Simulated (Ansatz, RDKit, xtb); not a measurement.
# C4H7FO: ranking a sample of isomers, part 2 of 2

Which of a sample of isomers of C4H7FO is the most stable in the gas at 298.15 K, and what are its properties? The sample is small against all isomers, and the most stable one of this formula need not be in it.

xtb, Ansatz and PySCF; isolated molecules. Earlier steps stand in the parts before.

## Step 10: c826a at MP2/def2-TZVPP

The input, input.yaml:

```yaml
crystal:
  periodic: [false, false, false]
  atoms:
    - {symbol: C, position_ang: [-2.233515, 0.914606, -1.806556]}
    - {symbol: C, position_ang: [-1.037563, -0.003405, -1.782895]}
    - {symbol: C, position_ang: [0.264498, 0.537948, -2.387168]}
    - {symbol: C, position_ang: [0.860782, -0.416062, -3.404317]}
    - {symbol: F, position_ang: [0.039599, 1.779340, -2.970132]}
    - {symbol: O, position_ang: [-1.053971, -1.118156, -1.312669]}
    - {symbol: H, position_ang: [-2.479264, 1.182982, -2.846527]}
    - {symbol: H, position_ang: [-1.997376, 1.861700, -1.295261]}
    - {symbol: H, position_ang: [-3.086660, 0.419748, -1.325704]}
    - {symbol: H, position_ang: [0.965468, 0.690660, -1.544999]}
    - {symbol: H, position_ang: [0.182007, -0.528713, -4.263877]}
    - {symbol: H, position_ang: [1.000529, -1.400137, -2.935985]}
    - {symbol: H, position_ang: [1.828925, -0.040415, -3.765201]}
basis:
  gaussian: {orbitals: def2-TZVPP}
correlation: {method: mp2, frozen_orbitals: {F: 1, H: 0, C: 1, O: 1}}
```

The run is started by

```sh
ansatz run input.yaml --threads 2 --pin off --max-ram 5220MiB --events-out events.jsonl --progress --plain --runs-dir runs
```

Log:

```text
Warning: RAYON_NUM_THREADS=2 ignored (pool sized by the plan → 2); use --threads N
Functional definition: HF
  name "HF"
  exchange = exact_x
  correlation = 0
1719 factors; integrals over basis functions are off by at most 9.5e-4 eV
mean field evaluation 1: about -8974.3372 eV, gradient 4.5e1 eV
mean field evaluation 2: about -8974.6069 eV, gradient 4.6e1 eV
mean field evaluation 4: about -8979.2161 eV, gradient 6.2e0 eV
mean field evaluation 8: about -8979.3395 eV, gradient 5.2e-1 eV
mean field evaluation 16: about -8979.3415 eV, gradient 5.0e-6 eV
mean field -8979.34146050 eV, -329.9847122570 hartree, gradient 5.0e-6 eV, S^2 0.000000; 0 other end points of the search recorded, 0 dependent functions left out
6 core orbitals not correlated: weight in the atoms' cores, before any rotation towards them, 1.000 or more for the frozen orbitals, at most 0.000 for the correlated occupied ones
reference -8979.34146050 eV, -329.9847122570 hartree; 18, 18 occupied and 260, 260 virtual orbitals, 1719 factors
second order -31.28021208 eV of doubles, -0.00000000 eV of singles
Total energy: -9010.62167258 eV, -331.1342388484 hartree
```

Run time: 8.4 s. Hardware: 2 threads of Intel Xeon at 2.70GHz, shared host; peak memory 0.81 GiB.

## Step 11: c321a at CCSD(T)/def2-SVP

The input, input.yaml:

```yaml
basis:
  gaussian:
    orbitals: def2-SVP
crystal:
  periodic: [false, false, false]
  atoms:
    - {symbol: C, position_ang: [-2.137879, 0.319432, -0.337431]}
    - {symbol: C, position_ang: [-0.921707, -0.393182, 0.163732]}
    - {symbol: C, position_ang: [0.256863, -0.420657, -0.478136]}
    - {symbol: C, position_ang: [1.506656, -1.102686, -0.051494]}
    - {symbol: F, position_ang: [0.357237, 0.215465, -1.675005]}
    - {symbol: O, position_ang: [-1.048106, -1.106287, 1.333180]}
    - {symbol: H, position_ang: [-1.926827, 0.845179, -1.276434]}
    - {symbol: H, position_ang: [-2.964784, -0.392096, -0.507395]}
    - {symbol: H, position_ang: [-2.490441, 1.063408, 0.401349]}
    - {symbol: H, position_ang: [-1.744252, -0.702807, 1.867074]}
    - {symbol: H, position_ang: [2.345655, -0.386847, -0.013922]}
    - {symbol: H, position_ang: [1.787664, -1.897074, -0.764665]}
    - {symbol: H, position_ang: [1.371057, -1.551066, 0.940625]}
correlation:
  method: ccsd_t
  frozen_orbitals: {F: 1, H: 0, C: 1, O: 1}
```

The run is started by

```sh
ansatz run input.yaml --threads 2 --pin off --max-ram 5220MiB --events-out events.jsonl --progress --plain --runs-dir runs
```

Log, cut to the lines that bear on the results:

```text
Warning: RAYON_NUM_THREADS=2 ignored (pool sized by the plan → 2); use --threads N
[... 2 set-up lines as earlier in the session ...]
[...]
1209 factors; integrals over basis functions are off by at most 1.1e-3 eV
[...]
mean field -8968.02019976 eV, -329.5686635988 hartree, gradient 1.6e-6 eV, S^2 0.000000; 0 other end points of the search recorded, 0 dependent functions left out
6 core orbitals not correlated: weight in the atoms' cores, before any rotation towards them, 1.000 or more for the frozen orbitals, at most 0.000 for the correlated occupied ones
reference -8968.02019976 eV, -329.5686635988 hartree; 18, 18 occupied and 95, 95 virtual orbitals, 1209 factors
second order -24.99346795 eV of doubles, -0.00000000 eV of singles
cycle   1  -25.62713271 eV  change   -6.3e-1 eV  update   1.1e-1
[...]
cycle   9  -26.37906052 eV  change   -7.4e-6 eV  update   1.9e-5
perturbative correction -0.75877870 eV, -0.0278846028 hartree
Total energy: -8995.15803898 eV, -330.5659607952 hartree
```

It took 16 s on 2 threads of Intel Xeon at 2.70GHz, shared host; peak memory 0.77 GiB.

## Step 12: Putting it together

Energies in kcal/mol from c826a; G adds the thermal terms to the CCSD(T)/def2-SVP + MP2/def2-TZVPP - MP2/def2-SVP energy. The columns left of the relaxed level are at the tight-binding geometries.

| label | SMILES | spin | GFN2-xTB | HF/STO-3G | r2SCAN-D4/def2-SVP | B3LYP-D3(BJ)/def2-SVP | HF/def2-SVP | MP2/def2-SVP | CCSD(T)/def2-SVP + MP2/def2-TZVPP - MP2/def2-SVP | G | share at equilibrium | T1 |
| --- | --- | --- | --- | --- | --- | --- | --- | --- | --- | --- | --- | --- |
| c826a | CC(=O)[C@@H](C)F | singlet | 0.0 | 0.0 | 0.0 | 0.0 | 0.0 | 0.0 | 0.0 | 0.0 | 100.0 % | 0.013 |
| c021c | C=C(O)[C@@H](C)F | singlet | 8.6 | 18.9 | 13.6 | 13.1 | 14.4 | 14.5 | 11.2 | 11.6 | < 0.1 % | 0.011 |
| c321a | C/C(O)=C(/C)F | singlet | 5.3 | 12.7 | 12.8 | 13.1 | 17.3 | 15.5 | 12.8 | 12.3 | < 0.1 % | 0.011 |
| c240a | C/C(O)=C(\C)F | singlet | 9.3 | 16.3 | 16.4 | 16.2 | 21.3 | 19.2 | 14.6 | 14.3 | < 0.1 % | 0.011 |

Lowest found: c826a, `CC(=O)[C@@H](C)F`, a singlet. Bond lengths: C1–C2 1.508 Å, C2–C3 1.534 Å, C3–C4 1.517 Å, C3–F5 1.390 Å, C2–O6 1.210 Å, C1–H7 1.102 Å, C1–H8 1.102 Å, C1–H9 1.097 Å, C3–H10 1.106 Å, C4–H11 1.101 Å, C4–H12 1.099 Å, C4–H13 1.099 Å. Some angles: C1–C2–C3 116.9°, C1–C2–O6 123.8°, C3–C2–O6 119.3°, C2–C3–C4 112.1°, C2–C3–F5 110.1°, C4–C3–F5 110.1°, C2–C1–H7 109.9°, C2–C1–H8 110.2°, C2–C1–H9 109.6°, C2–C3–H10 106.7°.

```xyz
13

C    -2.2335    0.9146   -1.8066
C    -1.0376   -0.0034   -1.7829
C     0.2645    0.5379   -2.3872
C     0.8608   -0.4161   -3.4043
F     0.0396    1.7793   -2.9701
O    -1.0540   -1.1182   -1.3127
H    -2.4793    1.1830   -2.8465
H    -1.9974    1.8617   -1.2953
H    -3.0867    0.4197   -1.3257
H     0.9655    0.6907   -1.5450
H     0.1820   -0.5287   -4.2639
H     1.0005   -1.4001   -2.9360
H     1.8289   -0.0404   -3.7652
```

## Step 13: Results

This closing draws on all 2 parts.

```
                                 quantity                                                                                                               value
                   lowest structure found                                                                                           CC(=O)[C@@H](C)F, singlet
                            next finalist                                                                C=C(O)[C@@H](C)F, singlet, 11.6 kcal/mol higher in G
share at equilibrium, among the finalists                                                                                                             100.0 %
                                   funnel  7 starts, 7 minima at GFN2-xTB from these starts (9 with those found later), 8 screening runs, 4 relaxed, 4 ranked
                     CPU time of all runs                                                                                                             7.9 min
```

**Reading.** `CC(=O)[C@@H](C)F` comes out lowest. Among the finalists first place is clear (11.6 kcal/mol); structures outside the list aren't covered. GFN2-xTB, HF/STO-3G, r2SCAN-D4/def2-SVP, B3LYP-D3(BJ)/def2-SVP, HF/def2-SVP and MP2/def2-SVP already put its bonding pattern lowest among the structures in one piece. The largest share of the time went into the relaxations (53 % of the CPU time that the search's summary counts). One minimum inside the window was never screened. Lowest found is not proven lowest: the search is finite, and each finalist counts with one conformer. Only 4 drawn patterns were tried, so whole families of isomers are missing, and the result ranks this sample alone.
